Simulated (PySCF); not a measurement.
Bond length, frequency and bond energy of CH by level of theory

State: ²Π (doublet), unpaired electrons π ↑. Set-up: H aug-pcseg-1, C aug-pcseg-1; no relativity (PySCF 2.14). De refers to H + C in their high-spin ground configurations, without counterpoise correction. The functionals are run spin-unrestricted. A positive dipole means H(−)C(+).

| Level | Re (Å) | ωe (cm⁻¹) | De (eV) | μ (D) |
| --- | --- | --- | --- | --- |
| UHF | 1.109 | 3072 | 2.48 | -1.61 |
| UHF-MP2 | 1.119 | 2981 | 3.26 | n/a |
| UHF-SCS-MP2 | 1.120 | 2969 | 3.37 | n/a |
| UHF-CCSD | 1.127 | 2889 | 3.38 | n/a |
| UHF-CCSD(T) | 1.128 | 2873 | 3.41 | n/a |
| PBE | 1.145 | 2740 | 3.64 | -1.38 |
| PBEsol | 1.149 | 2725 | 3.74 | -1.40 |
| r²SCAN | 1.132 | 2833 | 3.52 | -1.47 |
| B3LYP | 1.132 | 2832 | 3.66 | -1.45 |
| PBE0 | 1.131 | 2866 | 3.58 | -1.47 |
| M06-2X | 1.122 | 2910 | 3.56 | -1.51 |
| ωB97X | 1.128 | 2900 | 3.58 | -1.54 |

Q: Which functional lies closest to UHF-CCSD(T) in De, which farthest, and by how much do they differ from it?

A: Closest is r²SCAN (+0.4 pm in Re, -1.4 % in ωe, +0.11 eV in De against UHF-CCSD(T) in the same basis), farthest PBEsol (+2.1 pm in Re, -5.2 % in ωe, +0.33 eV in De). CCSD(T) converges more slowly with the basis than the functionals do and binds too weakly in this one, so the order can change at the basis-set limit.

Q: What does the step from GGA to meta-GGA do here, going from PBE to r²SCAN?

A: r²SCAN less PBE: -1.3 pm in Re, +3.4 % in ωe, -0.12 eV in De. 

Q: What does second-order correlation do here, going from UHF to UHF-MP2?

A: UHF-MP2 less UHF: +1.0 pm in Re, -3.0 % in ωe, +0.78 eV in De. Correlation nearly always deepens the well. The bond lengthens, as in strong covalent bonds, where excitations into antibonding orbitals dominate.

Correlated steps freeze 1 core orbital. Correlated levels converge slowly with the basis: in double zeta they bind strong bonds too weakly, by up to about 1 eV, and carry superposition errors of some tenths. The state was picked by a PBE0 search and need not be the measured ground state.

The whole job (state search and all levels along the bond) took about 0.67 min on 1 thread of Intel Xeon Platinum 8375C @ 2.90GHz (shared host), peak memory 0.37 GiB.
